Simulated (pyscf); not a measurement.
Single points on ωB97X-D3(BJ)/def2-SVP structures (PySCF, gas phase).

Question: Estimate by transition-state theory the rate constant of [HAl–Cl]• + hydrogen (H₂) -> H₂Al–Cl + H atom (H•) (doublet surface; H–H broken, Al–H formed) at 1200 K, with ωB97M-D3(BJ)/def2-TZVP energies (ideal gas, 1 atm, RRHO with modes under 100 cm⁻¹ raised to 100, one conformer, R ln 2 for chiral ones without a mode under 150 cm⁻¹; no tunnelling).

Answer: The electronic barrier is 23.0 kcal/mol and the thermal terms add +25.8, so ΔG‡ = 48.8 kcal/mol. With k_BT/h = 2.50e+13 s⁻¹ and RT = 2.385 kcal/mol, and a volume of 1.64e-19 cm³ per molecule at 1 atm, k = 5.4e-15 cm³ molecule⁻¹ s⁻¹. Wigner's tunnelling factor for 751i cm⁻¹ would be 1.03. A shift of 1 kcal/mol in the barrier changes k by a factor 1.5. One saddle was located; it need not be the lowest between these sides. The angle at the transferred H is 178°.
